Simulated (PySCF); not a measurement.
**Working out the electron affinity of Cl**

Cl⁻ [Ar] (1S) → Cl [Ne] 3s2 3p5 (2P). Calculation: PySCF 2.14, in aug-cc-pwCVDZ; no relativity, point nucleus. Frozen: nothing. Energies in hartree (1 hartree = 27.21139 eV):

```csv
part,Cl⁻ (lower),Cl (upper)
UHF,-459.563650,-459.473211
CCSD correlation,-0.328255,-0.295165
(T),-0.006080,-0.003943
```

Problem. What does Hartree-Fock give?

Solution. (-459.473211) − (-459.563650) = 0.090439 hartree = 2.461 eV.

Problem. What do CCSD and CCSD(T) give?

Solution. The CCSD correlation energies differ by 0.033090 hartree = 0.900 eV and the triples by 0.002137 hartree = 0.058 eV, so CCSD gives 3.361 eV and CCSD(T) 3.419 eV.

A first-order spin-orbit estimate adds -0.034 eV to CCSD(T) (all electrons), giving 3.385 eV against 3.613 eV (measured; photodetachment measurements, as compiled on the Wikipedia data page of electron affinities).

A double-zeta basis recovers only part of the correlation energy.

What remains against the reference includes basis incompleteness and higher excitations.
